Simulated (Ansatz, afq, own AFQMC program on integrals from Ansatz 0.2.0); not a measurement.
**BeNH2, quartet in cc-pVDZ, levels against CCSDT(Q)**

```
atom   x (Å)    y (Å)    z (Å)
   N  0.0000  -0.0694   0.5024
  Be  0.0000  -0.1231  -0.8335
   H  0.0000   0.7377   1.1324
   H  0.0000   1.3276  -0.6614
```

Connectivity, by distances: NH–BeH.

Basis cc-pVDZ. Noble-gas cores (and the filled d shells of Ga–Kr and In–Xe) are frozen. Ansatz 0.2.0 and our own AFQMC program on the same integrals; the CISD trial comes from CCSD amplitudes, and released means the phaseless constraint is let go. Free projection: walkers drawn from exp(T), propagated without any constraint. Its projection time is finite, and what remains of the start isn't in its error. ± is one standard error of the sampling.

Determinant: ROHF, the one that the program's search chose, which needn't be the lowest solution. The geometry is a point of a scan.

No full CI on the walks' own integrals is used here; CCSDT(Q) serves as the reference and is uncertain by about the last step of the cluster series.

Cautions: lower spins were not checked.

```
T1 diagnostic                               : 0.0203
weight of the determinant in the CISD state : 0.917
size of the correlated space                : 9 electrons in 36 orbitals
```

| level | correlation energy (eV) |
| --- | --- |
| MP2 | -4.7276 |
| CCSD | -5.3276 |
| CCSD(T) | -5.4546 |

Q: Estimate where phaseless AFQMC with a CISD trial lies against CCSD(T) on the same integrals.

A: 17.8 ± 9.5 meV below CCSD(T). The gap is under twice the noise, so this walk alone can't tell the two apart.

Reference: CCSDT(Q), correlation energy -5.484 eV. The released energy is read at 2.40 1/Eh (meV from the phaseless value at times in 1/Eh: -1 ± 10 at 0.24, -19 ± 8 at 0.51, -13 ± 8 at 0.99, -18 ± 12 at 1.62, -4 ± 10 at 2.40).

```csv
level,E − E(reference) (meV),share of correlation (%)
CCSD(T),29.6,99.46
CCSDT,10.3,99.81
ph-AFQMC/HF,185.8 ± 50.2,96.61
ph-AFQMC/CISD,11.9 ± 9.5,99.78
released AFQMC,8.1 ± 9.9,99.85
free AFQMC,-4.6 ± 16.7,100.08
```

Free projections are given only where their last times agree within the noise and don't stop above the reference; a slow remainder of the start can still hide under it. A walk keeps the symmetry of its determinant, which the program's search chose and which needn't be the lowest solution, so a lower state of the same spin and another symmetry isn't excluded. Released energies are given only where the last usable release times agree within the noise; a slower fall can still hide under it.
